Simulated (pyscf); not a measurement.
A first-order saddle from PySCF, ωB97X-D3(BJ)/def2-SVP:

```xyz
8

F     -0.8833     0.9678    -0.1028
C      0.4539     0.5335    -0.8012
F      1.3460     1.0484     0.0400
Si    -0.7816    -0.7617     0.8470
H      0.3419    -0.6446    -0.4407
H     -0.1463    -2.1067     1.0740
H     -2.1628    -1.0238     0.3866
H     -0.5542     0.0160     2.0828
```
Charge 0, spin multiplicity 1.

Surface: singlet, charge 0. Lowest wavenumbers (cm⁻¹): 395i, 90, 152, 451, 524.

Question: What reaction is this the transition state of?

Answer: F–SiH₃ + :HC–F [singlet] <-> F–C:–F [singlet] + SiH₄, a four-centre exchange read from left to right: F–Si, C–H broken and C–F, H–Si formed. At CCSD(T)/def2-TZVPP + ΔMP2(QZVPP) it lies +43.6 kcal/mol from the left side and +32.1 kcal/mol from the right (each side as separated species at their lowest minima found). This is the saddle that the search found; another between the same sides may lie lower. A restricted singlet here is unstable towards spin polarisation, as is usual where a triplet lies low; its energy is less safe. The CCSD(T) − MP2 part came from Ansatz, without density fitting, on the same reference.
